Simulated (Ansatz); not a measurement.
# AlH3NO radical: an energy map over two coordinates

A grid of calculations on AlH3NO, SMILES [NH2][AlH][O], spin multiplicity 2, to see where the energy is lowest and how it rises around there.

Program: Ansatz 0.2.0. Level of theory: UKS PBE0-D4/def2-TZVP. These are calculated values, not measurements.

## (1) The starting structure

SMILES `[NH2][AlH][O]`, 6 atoms, charge 0, spin multiplicity 2.

Atoms are counted from 1 here; the program's logs count them from 0.

Bond lengths: N1–Al2 1.808 Å, N1–H4 1.024 Å, N1–H5 1.025 Å, Al2–O3 1.736 Å, Al2–H6 1.588 Å. Angles: Al2–N1–H4 124.4°, Al2–N1–H5 121.8°, H4–N1–H5 109.3°, N1–Al2–O3 112.7°, N1–Al2–H6 121.4°, O3–Al2–H6 125.9°.

As a file:

```xyz
6
charge 0, multiplicity 2
N    -0.7254    0.2472   -0.5975
Al    0.5180   -0.1674    0.6476
O     1.3299   -1.6644    0.3104
H    -0.9431    1.2009   -0.9018
H    -0.9959   -0.4136   -1.3324
H     0.8165    0.7972    1.8737
```

This geometry comes from a loose relaxation at PBE in a small basis, which is not shown.

## (2) Geometry optimisation

The input, input.yaml:

```yaml
crystal:
  periodic: [false, false, false]
  atoms:
    - { symbol: "N", position_ang: [-0.725393, 0.247221, -0.597469] }
    - { symbol: Al, position_ang: [0.517998, -0.167391, 0.647559] }
    - { symbol: O, position_ang: [1.329893, -1.664429, 0.310438] }
    - { symbol: H, position_ang: [-0.943142, 1.200941, -0.901773] }
    - { symbol: H, position_ang: [-0.995874, -0.413577, -1.332432] }
    - { symbol: H, position_ang: [0.816508, 0.797225, 1.873677] }
magnetization:
  spin_polarized: true
  initial_magnetization: 1
basis:
  gaussian: { orbitals: def2-TZVP }
hamiltonian:
  xc: pbe0
  dispersion: d4
output:
  forces: true
relax:
  f_tol: 0.003
  max_steps: 120
```

Run with:

```sh
$ ansatz run input.yaml --threads 1 --pin off --max-ram 2560MiB --backend cpu --events-out ev --progress --plain --runs-dir out
```

What it wrote:

```text
Warning: RAYON_NUM_THREADS=1 ignored (pool sized by the plan → 1); use --threads N
The last accepted step is kept in <dir> (removed where the run ends without a failure and the disk answers)
Engine: ansatz 0.2.0, x86_64-unknown-linux-gnu
Functional definition: PBE0
  parameter a = 0.25
  parameter kappa = 0.804
  parameter beta = 0.06672455060314922
  exchange = (1 - a)*pbe_x(kappa = kappa, mu = beta*pi^2/3) + a*exact_x
  correlation = pbe_c(beta = beta)
717 factors; their error is unknown
mean field evaluation 1: about -10159.4293 eV, gradient 6.2e1 eV
mean field evaluation 2: about -9986.8132 eV, gradient 1.5e2 eV
mean field evaluation 4: about -10175.0919 eV, gradient 1.6e1 eV
mean field evaluation 8: about -10177.1743 eV, gradient 4.8e-1 eV
mean field evaluation 16: about -10177.2112 eV, gradient 6.8e-2 eV
mean field evaluation 32: about -10177.2137 eV, gradient 2.9e-4 eV
mean field -10177.21367443 eV, -374.0057041720 hartree, gradient 1.0e-5 eV, S^2 0.753935; 4 other end points of the search recorded, 0 dependent functions left out
the calculation of the forces begins
reference -10177.21370344 eV, -374.0057052383 hartree; 16, 15 occupied and 101, 102 virtual orbitals, 717 factors
relax step   1: F+E_penalty+E_count = -10177.27739112 eV  Δ(F+E_penalty+E_count) = +0.000e0 eV  max|allowed force component| = 6.954e-1 eV/Å  Δτ_max = 0.0000 Å  (101 SCF iters, accepted)
these checks for a lower state are left out or cut short: starts, cluster_reference, orbital_swaps, neighbouring_geometries, increment
717 factors; their error is unknown
mean field evaluation 64: about -10177.2654 eV, gradient 1.6e-5 eV
mean field -10177.26535653 eV, -374.0076034542 hartree, gradient 1.4e-6 eV, S^2 0.753527; 0 other end points of the search recorded, 0 dependent functions left out
the calculation of the forces begins
reference -10177.26538559 eV, -374.0076045222 hartree; 16, 15 occupied and 101, 102 virtual orbitals, 717 factors
relax step   2: F+E_penalty+E_count = -10177.32908398 eV  Δ(F+E_penalty+E_count) = -5.169e-2 eV  max|allowed force component| = 6.175e-1 eV/Å  Δτ_max = 0.1236 Å  (65 SCF iters, accepted)
these checks for a lower state are left out or cut short: starts, cluster_reference, orbital_swaps, neighbouring_geometries, increment
717 factors; their error is unknown
mean field -10177.28949227 eV, -374.0084904262 hartree, gradient 8.9e-6 eV, S^2 0.753476; 0 other end points of the search recorded, 0 dependent functions left out
the calculation of the forces begins
reference -10177.28952120 eV, -374.0084914894 hartree; 16, 15 occupied and 101, 102 virtual orbitals, 717 factors
relax step   3: F+E_penalty+E_count = -10177.35323207 eV  Δ(F+E_penalty+E_count) = -2.415e-2 eV  max|allowed force component| = 4.682e-1 eV/Å  Δτ_max = 0.0451 Å  (60 SCF iters, accepted)
these checks for a lower state are left out or cut short: starts, cluster_reference, orbital_swaps, neighbouring_geometries, increment
717 factors; their error is unknown
mean field evaluation 96: about -10177.2995 eV, gradient 1.4e-5 eV
mean field -10177.29954514 eV, -374.0088598626 hartree, gradient 2.0e-6 eV, S^2 0.753436; 0 other end points of the search recorded, 0 dependent functions left out
the calculation of the forces begins
reference -10177.29957390 eV, -374.0088609193 hartree; 16, 15 occupied and 101, 102 virtual orbitals, 717 factors
relax step   4: F+E_penalty+E_count = -10177.36327920 eV  Δ(F+E_penalty+E_count) = -1.005e-2 eV  max|allowed force component| = 2.269e-1 eV/Å  Δτ_max = 0.1062 Å  (65 SCF iters, accepted)
these checks for a lower state are left out or cut short: starts, cluster_reference, orbital_swaps, neighbouring_geometries, increment
717 factors; their error is unknown
mean field -10177.30019898 eV, -374.0088838908 hartree, gradient 8.4e-6 eV, S^2 0.753481; 0 other end points of the search recorded, 0 dependent functions left out
the calculation of the forces begins
reference -10177.30022766 eV, -374.0088849448 hartree; 16, 15 occupied and 101, 102 virtual orbitals, 717 factors
relax step   5: F+E_penalty+E_count = -10177.36384340 eV  Δ(F+E_penalty+E_count) = -5.642e-4 eV  max|allowed force component| = 2.804e-1 eV/Å  Δτ_max = 0.0758 Å  (58 SCF iters, accepted)
these checks for a lower state are left out or cut short: starts, cluster_reference, orbital_swaps, neighbouring_geometries, increment
717 factors; their error is unknown
mean field -10177.30863729 eV, -374.0091939927 hartree, gradient 1.2e-6 eV, S^2 0.753471; 0 other end points of the search recorded, 0 dependent functions left out
the calculation of the forces begins
reference -10177.30866603 eV, -374.0091950492 hartree; 16, 15 occupied and 101, 102 virtual orbitals, 717 factors
relax step   6: F+E_penalty+E_count = -10177.37226964 eV  Δ(F+E_penalty+E_count) = -8.426e-3 eV  max|allowed force component| = 6.002e-2 eV/Å  Δτ_max = 0.0416 Å  (94 SCF iters, accepted)
these checks for a lower state are left out or cut short: starts, cluster_reference, orbital_swaps, neighbouring_geometries, increment
717 factors; their error is unknown
mean field evaluation 128: about -10177.2902 eV, gradient 2.5e-1 eV
mean field -10177.30872271 eV, -374.0091971320 hartree, gradient 6.3e-6 eV, S^2 0.753466; 0 other end points of the search recorded, 0 dependent functions left out
the calculation of the forces begins
reference -10177.30875145 eV, -374.0091981881 hartree; 16, 15 occupied and 101, 102 virtual orbitals, 717 factors
relax step   7: F+E_penalty+E_count = -10177.37237571 eV  Δ(F+E_penalty+E_count) = -1.061e-4 eV  max|allowed force component| = 4.371e-3 eV/Å  Δτ_max = 0.0057 Å  (57 SCF iters, accepted)
these checks for a lower state are left out or cut short: starts, cluster_reference, orbital_swaps, neighbouring_geometries, increment
717 factors; their error is unknown
mean field -10177.30873084 eV, -374.0091974308 hartree, gradient 2.7e-6 eV, S^2 0.753467; 0 other end points of the search recorded, 0 dependent functions left out
the calculation of the forces begins
reference -10177.30875958 eV, -374.0091984869 hartree; 16, 15 occupied and 101, 102 virtual orbitals, 717 factors
relax step   8: F+E_penalty+E_count = -10177.37237835 eV  Δ(F+E_penalty+E_count) = -2.636e-6 eV  max|allowed force component| = 7.256e-4 eV/Å  Δτ_max = 0.0011 Å  (47 SCF iters, accepted)
717 factors; their error is unknown
mean field evaluation 160: about -10177.0851 eV, gradient 5.7e0 eV
mean field evaluation 192: about -10177.1093 eV, gradient 5.6e0 eV
mean field -10177.30873084 eV, -374.0091974308 hartree, gradient 2.7e-6 eV, S^2 0.753467; 5 other end points of the search recorded, 0 dependent functions left out
the calculation of the forces begins
reference -10177.30875958 eV, -374.0091984869 hartree; 16, 15 occupied and 101, 102 virtual orbitals, 717 factors
Total energy: -10177.37240709 eV, -374.0115374897 hartree
Atom 0 at    -0.645737     0.266027    -0.682440 Å, force    -0.000550     0.000064    -0.000726 eV/Å
Atom 1 at     0.508918    -0.159052     0.574559 Å, force     0.000148    -0.000582     0.000014 eV/Å
Atom 2 at     1.290995    -1.712391     0.506366 Å, force    -0.000072     0.000517     0.000177 eV/Å
Atom 3 at    -1.140408     1.142322    -0.716281 Å, force     0.000187     0.000066     0.000240 eV/Å
Atom 4 at    -0.908191    -0.315465    -1.461055 Å, force     0.000113    -0.000039     0.000144 eV/Å
Atom 5 at     0.894413     0.778549     1.778851 Å, force     0.000174    -0.000026     0.000151 eV/Å
Dipole moment:    -0.329435     0.345765    -0.195517 e Å
```

Run time: 41 s. Hardware: 1 thread of Intel Xeon 6975P-C (Granite Rapids), shared host; peak memory 0.3 GiB.

Step by step:

| step | energy from step 1 (eV) | largest force component (eV/Å) |
| --- | --- | --- |
| 1 | 0.0000 | 0.6954 |
| 2 | -0.0517 | 0.6175 |
| 3 | -0.0758 | 0.4682 |
| 4 | -0.0859 | 0.2269 |
| 5 | -0.0865 | 0.2804 |
| 6 | -0.0949 | 0.0600 |
| 7 | -0.0950 | 0.0044 |
| 8 | -0.0950 | 0.0007 |

Distances of close pairs at the start and the end, largest changes first:

| bond | before (Å) | after (Å) | change (Å) |
| --- | --- | --- | --- |
| N1–Al2 | 1.808 | 1.759 | -0.049 |
| N1–H5 | 1.025 | 1.007 | -0.018 |
| N1–H4 | 1.024 | 1.007 | -0.018 |
| Al2–H6 | 1.588 | 1.574 | -0.014 |
| Al2–O3 | 1.736 | 1.740 | +0.004 |

## (3) The grid

- umbrella angle at N1 (between each of its bonds and their common axis; 90 is planar): 11 values from 66.0 to 114.0 °
- change of the bonds N1–Al2, N1–H4, N1–H5, all alike: 11 values from −0.138 to 0.214 Å

Nothing else is relaxed (all other coordinates rigid). Energies count from the relaxed molecule at the same level. Points are written as (first, second).

Below, 3 of the grid's runs; all are launched alike.

## (4) Point (90.0°, −0.103 Å)

The input, input.yaml:

```yaml
crystal:
  periodic: [false, false, false]
  atoms:
    - { symbol: "N", position_ang: [-0.645737, 0.266027, -0.68244] }
    - { symbol: Al, position_ang: [0.441324, -0.13415, 0.500938] }
    - { symbol: O, position_ang: [1.223411, -1.687484, 0.432738] }
    - { symbol: H, position_ang: [-1.089792, 1.052683, -0.712827] }
    - { symbol: H, position_ang: [-0.881325, -0.255958, -1.381392] }
    - { symbol: H, position_ang: [0.82683, 0.803456, 1.705222] }
magnetization:
  spin_polarized: true
  initial_magnetization: 1
basis:
  gaussian: { orbitals: def2-TZVP }
hamiltonian:
  xc: pbe0
  dispersion: d4
output:
  forces: true
```

Run with:

```sh
$ ansatz run input.yaml --threads 1 --pin off --max-ram 2560MiB --backend cpu --events-out ev --progress --plain --runs-dir out
```

What it wrote (excerpt; [...] marks lines left out):

```text
Warning: RAYON_NUM_THREADS=1 ignored (pool sized by the plan → 1); use --threads N
[...]
[... 1 set-up line as earlier in the session ...]
[...]
717 factors; their error is unknown
[...]
mean field -10176.52261262 eV, -373.9803081189 hartree, gradient 4.9e-6 eV, S^2 0.753426; 4 other end points of the search recorded, 0 dependent functions left out
[...]
reference -10176.52264056 eV, -373.9803091457 hartree; 16, 15 occupied and 101, 102 virtual orbitals, 717 factors
Total energy: -10176.58795056 eV, -373.9827092440 hartree
Atom 0 at    -0.645737     0.266027    -0.682440 Å, force     2.656530    -1.073305     2.822506 eV/Å
Atom 1 at     0.441324    -0.134150     0.500938 Å, force     2.231015    -0.803723     2.441697 eV/Å
Atom 2 at     1.223411    -1.687484     0.432738 Å, force     0.043613    -0.054840     0.019193 eV/Å
Atom 3 at    -1.089792     1.052683    -0.712827 Å, force    -3.254693     5.850683    -0.161058 eV/Å
Atom 4 at    -0.881325    -0.255958    -1.381392 Å, force    -1.702468    -3.927780    -5.164063 eV/Å
Atom 5 at     0.826830     0.803456     1.705222 Å, force     0.026003     0.008965     0.041725 eV/Å
Dipole moment:    -0.364257     0.358114    -0.233779 e Å
```

Wall time 5.7 s (1 thread of Intel Xeon 6975P-C (Granite Rapids), shared host); peak memory 0.3 GiB.

That is 0.78 eV from the zero.

## (5) The run at (99.6°, 0.038 Å)

The input, input.yaml:

```yaml
crystal:
  periodic: [false, false, false]
  atoms:
    - { symbol: "N", position_ang: [-0.645737, 0.266027, -0.68244] }
    - { symbol: Al, position_ang: [0.295896, -0.28085, 0.747016] }
    - { symbol: O, position_ang: [0.966713, -1.886827, 0.746728] }
    - { symbol: H, position_ang: [-1.280649, 1.093644, -0.622125] }
    - { symbol: H, position_ang: [-1.043016, -0.397966, -1.384213] }
    - { symbol: H, position_ang: [0.563923, 0.601155, 2.023045] }
magnetization:
  spin_polarized: true
  initial_magnetization: 1
basis:
  gaussian: { orbitals: def2-TZVP }
hamiltonian:
  xc: pbe0
  dispersion: d4
output:
  forces: true
```

Run with:

```sh
$ ansatz run input.yaml --threads 1 --pin off --max-ram 2560MiB --backend cpu --events-out ev --progress --plain --runs-dir out
```

What it wrote (excerpt; [...] marks lines left out):

```text
Warning: RAYON_NUM_THREADS=1 ignored (pool sized by the plan → 1); use --threads N
[...]
[... 1 set-up line as earlier in the session ...]
[...]
717 factors; their error is unknown
[...]
mean field -10177.21186041 eV, -374.0056375083 hartree, gradient 1.1e-5 eV, S^2 0.753567; 4 other end points of the search recorded, 0 dependent functions left out
[...]
reference -10177.21188959 eV, -374.0056385806 hartree; 16, 15 occupied and 101, 102 virtual orbitals, 717 factors
Total energy: -10177.27502714 eV, -374.0079588426 hartree
Atom 0 at    -0.645737     0.266027    -0.682440 Å, force    -1.225362    -0.048786    -0.279489 eV/Å
Atom 1 at     0.295896    -0.280850     0.747016 Å, force    -0.404151     0.161831    -0.518486 eV/Å
Atom 2 at     0.966713    -1.886827     0.746728 Å, force    -0.001477     0.049307    -0.019582 eV/Å
Atom 3 at    -1.280649     1.093644    -0.622125 Å, force     0.943273    -1.110510    -0.084733 eV/Å
Atom 4 at    -1.043016    -0.397966    -1.384213 Å, force     0.648223     0.931104     0.931242 eV/Å
Atom 5 at     0.563923     0.601155     2.023045 Å, force     0.039495     0.017055    -0.028951 eV/Å
Dipole moment:    -0.355057     0.312933    -0.134048 e Å
```

Wall time 5.3 s (1 thread of Intel Xeon 6975P-C (Granite Rapids), shared host); peak memory 0.29 GiB.

On the map this point reads 0.10 eV.

## (6) The run at (90.0°, 0.003 Å)

The input, input.yaml:

```yaml
crystal:
  periodic: [false, false, false]
  atoms:
    - { symbol: "N", position_ang: [-0.645737, 0.266027, -0.68244] }
    - { symbol: Al, position_ang: [0.510908, -0.159766, 0.576687] }
    - { symbol: O, position_ang: [1.292995, -1.7131, 0.508487] }
    - { symbol: H, position_ang: [-1.14187, 1.144939, -0.716391] }
    - { symbol: H, position_ang: [-0.908961, -0.317191, -1.463384] }
    - { symbol: H, position_ang: [0.896413, 0.777841, 1.780972] }
magnetization:
  spin_polarized: true
  initial_magnetization: 1
basis:
  gaussian: { orbitals: def2-TZVP }
hamiltonian:
  xc: pbe0
  dispersion: d4
output:
  forces: true
```

Run with:

```sh
$ ansatz run input.yaml --threads 1 --pin off --max-ram 2560MiB --backend cpu --events-out ev --progress --plain --runs-dir out
```

What it wrote (excerpt; [...] marks lines left out):

```text
Warning: RAYON_NUM_THREADS=1 ignored (pool sized by the plan → 1); use --threads N
[...]
[... 1 set-up line as earlier in the session ...]
[...]
717 factors; their error is unknown
[...]
mean field -10177.30824274 eV, -374.0091794933 hartree, gradient 9.7e-6 eV, S^2 0.753469; 4 other end points of the search recorded, 0 dependent functions left out
[...]
reference -10177.30827149 eV, -374.0091805500 hartree; 16, 15 occupied and 101, 102 virtual orbitals, 717 factors
Total energy: -10177.37187337 eV, -374.0115178758 hartree
Atom 0 at    -0.645737     0.266027    -0.682440 Å, force    -0.050567     0.020434    -0.053793 eV/Å
Atom 1 at     0.510908    -0.159766     0.576687 Å, force    -0.049560     0.017158    -0.054513 eV/Å
Atom 2 at     1.292995    -1.713100     0.508487 Å, force    -0.001337     0.002108    -0.000377 eV/Å
Atom 3 at    -1.141870     1.144939    -0.716391 Å, force     0.067139    -0.120880     0.003139 eV/Å
Atom 4 at    -0.908961    -0.317191    -1.463384 Å, force     0.034910     0.081423     0.106573 eV/Å
Atom 5 at     0.896413     0.777841     1.780972 Å, force    -0.000585    -0.000242    -0.001030 eV/Å
Dipole moment:    -0.328335     0.345379    -0.194317 e Å
```

It took 5.4 s on 1 thread of Intel Xeon 6975P-C (Granite Rapids), shared host; peak memory 0.3 GiB.

Energy on the map's scale: 0.0005 eV.

## (7) The map

66 points were computed, 55 more follow by symmetry. Energies in eV, from the relaxed molecule at the same level:

| change of the bonds N1–Al2, N1–H4, N1–H5, all alike (Å) ↓, umbrella angle at N1 (between each of its bonds and their common axis; 90 is planar) (°) → | 66.0 | 70.8 | 75.6 | 80.4 | 85.2 | 90.0 | 94.8 | 99.6 | 104.4 | 109.2 | 114.0 |
| --- | --- | --- | --- | --- | --- | --- | --- | --- | --- | --- | --- |
| 0.214 | 1.65 | 1.67 | 1.72 | 1.78 | 1.82 | 1.84 | 1.82 | 1.78 | 1.72 | 1.67 | 1.65 |
| 0.179 | 1.26 | 1.25 | 1.28 | 1.32 | 1.36 | 1.37 | 1.36 | 1.32 | 1.28 | 1.25 | 1.26 |
| 0.143 | 0.90 | 0.88 | 0.88 | 0.90 | 0.92 | 0.93 | 0.92 | 0.90 | 0.88 | 0.88 | 0.90 |
| 0.108 | 0.62 | 0.57 | 0.55 | 0.55 | 0.56 | 0.57 | 0.56 | 0.55 | 0.55 | 0.57 | 0.62 |
| 0.073 | 0.41 | 0.33 | 0.29 | 0.28 | 0.28 | 0.28 | 0.28 | 0.28 | 0.29 | 0.33 | 0.41 |
| 0.038 | 0.30 | 0.19 | 0.13 | 0.10 | 0.08 | 0.08 | 0.08 | 0.10 | 0.13 | 0.19 | 0.30 |
| 0.003 | 0.31 | 0.17 | 0.08 | 0.03 | 0.01 | 0.00 | 0.01 | 0.03 | 0.08 | 0.17 | 0.31 |
| −0.033 | 0.46 | 0.29 | 0.18 | 0.12 | 0.08 | 0.07 | 0.08 | 0.12 | 0.18 | 0.29 | 0.46 |
| −0.068 | 0.80 | 0.60 | 0.47 | 0.38 | 0.33 | 0.32 | 0.33 | 0.38 | 0.47 | 0.60 | 0.80 |
| −0.103 | 1.35 | 1.12 | 0.96 | 0.86 | 0.80 | 0.78 | 0.80 | 0.86 | 0.96 | 1.12 | 1.35 |
| −0.138 | 2.17 | 1.91 | 1.73 | 1.61 | 1.54 | 1.52 | 1.54 | 1.61 | 1.73 | 1.91 | 2.17 |

On the same grid, dipole moment (D):

| change of the bonds N1–Al2, N1–H4, N1–H5, all alike (Å) ↓, umbrella angle at N1 (between each of its bonds and their common axis; 90 is planar) (°) → | 66.0 | 70.8 | 75.6 | 80.4 | 85.2 | 90.0 | 94.8 | 99.6 | 104.4 | 109.2 | 114.0 |
| --- | --- | --- | --- | --- | --- | --- | --- | --- | --- | --- | --- |
| 0.214 | 2.00 | 2.01 | 2.01 | 1.99 | 1.96 | 1.94 | 1.96 | 1.99 | 2.01 | 2.01 | 2.00 |
| 0.179 | 2.04 | 2.06 | 2.07 | 2.06 | 2.04 | 2.03 | 2.04 | 2.06 | 2.07 | 2.06 | 2.04 |
| 0.143 | 2.09 | 2.12 | 2.13 | 2.14 | 2.13 | 2.13 | 2.13 | 2.14 | 2.13 | 2.12 | 2.09 |
| 0.108 | 2.13 | 2.17 | 2.20 | 2.21 | 2.22 | 2.22 | 2.22 | 2.21 | 2.20 | 2.17 | 2.13 |
| 0.073 | 2.18 | 2.22 | 2.26 | 2.29 | 2.30 | 2.31 | 2.30 | 2.29 | 2.26 | 2.22 | 2.18 |
| 0.038 | 2.22 | 2.28 | 2.33 | 2.36 | 2.38 | 2.39 | 2.38 | 2.36 | 2.33 | 2.28 | 2.22 |
| 0.003 | 2.26 | 2.33 | 2.39 | 2.44 | 2.46 | 2.47 | 2.46 | 2.44 | 2.39 | 2.33 | 2.26 |
| −0.033 | 2.31 | 2.39 | 2.45 | 2.51 | 2.54 | 2.55 | 2.54 | 2.51 | 2.45 | 2.39 | 2.31 |
| −0.068 | 2.35 | 2.44 | 2.51 | 2.58 | 2.61 | 2.63 | 2.61 | 2.58 | 2.51 | 2.44 | 2.35 |
| −0.103 | 2.39 | 2.49 | 2.57 | 2.64 | 2.68 | 2.70 | 2.68 | 2.64 | 2.57 | 2.49 | 2.39 |
| −0.138 | 2.43 | 2.54 | 2.63 | 2.70 | 2.75 | 2.77 | 2.75 | 2.70 | 2.63 | 2.54 | 2.43 |

The largest force on an atom (eV/Å) at each point:

```tsv
change of the bonds N1–Al2, N1–H4, N1–H5, all alike (Å) ↓, umbrella angle at N1 (between each of its bonds and their common axis; 90 is planar) (°) →	66.0	70.8	75.6	80.4	85.2	90.0	94.8	99.6	104.4	109.2	114.0
0.214	5.5	4.8	5.0	5.2	5.2	5.3	5.2	5.2	5.0	4.8	5.5
0.179	5.2	4.4	4.6	4.8	4.8	4.9	4.8	4.8	4.6	4.4	5.2
0.143	4.8	4.1	4.1	4.2	4.3	4.3	4.3	4.2	4.1	4.1	4.8
0.108	4.2	3.6	3.4	3.5	3.6	3.6	3.6	3.5	3.4	3.6	4.2
0.073	3.4	2.9	2.5	2.6	2.7	2.7	2.7	2.6	2.5	2.9	3.4
0.038	2.4	2.0	1.6	1.5	1.5	1.6	1.5	1.5	1.6	2.0	2.4
0.003	1.0	0.8	0.6	0.4	0.2	0.1	0.2	0.4	0.6	0.8	1.0
−0.033	2.6	2.2	2.0	1.8	1.7	1.7	1.7	1.8	2.0	2.2	2.6
−0.068	4.8	4.5	4.2	4.1	4.0	3.9	4.0	4.1	4.2	4.5	4.8
−0.103	7.5	7.2	7.0	6.8	6.7	6.7	6.7	6.8	7.0	7.2	7.5
−0.138	10.9	10.6	10.4	10.2	10.1	10.1	10.1	10.2	10.4	10.6	10.9
```

## (8) What came out

```
                       quantity                                                                            value
                   lowest point                                                      (90.0°, 0.003 Å), 0.0005 eV
         highest computed point                                      (66.0°, −0.138 Å), 2.17 eV above the lowest
              dipole moment (D)  1.94 at (90.0°, 0.214 Å) to 2.77 at (90.0°, −0.138 Å); 2.47 at the lowest point
largest force on an atom (eV/Å)    0.1 at (90.0°, 0.003 Å) to 10.9 at (66.0°, −0.138 Å); 0.1 at the lowest point
        time for the whole task                                                 7.9 min on 1 thread, shared host
```

**Reading.** The lowest computed point is at (90.0°, 0.003 Å), 0.0005 eV from the relaxed molecule at the same level. The grid is coarse, so the lowest point of the scanned range may lie between grid points; coordinates that were held can hide deeper minima. The grid shows no other well, apart from its symmetry copies. The highest computed point, (66.0°, −0.138 Å), lies 2.17 eV above the lowest. Round the minimum the two coordinates are nearly uncoupled.
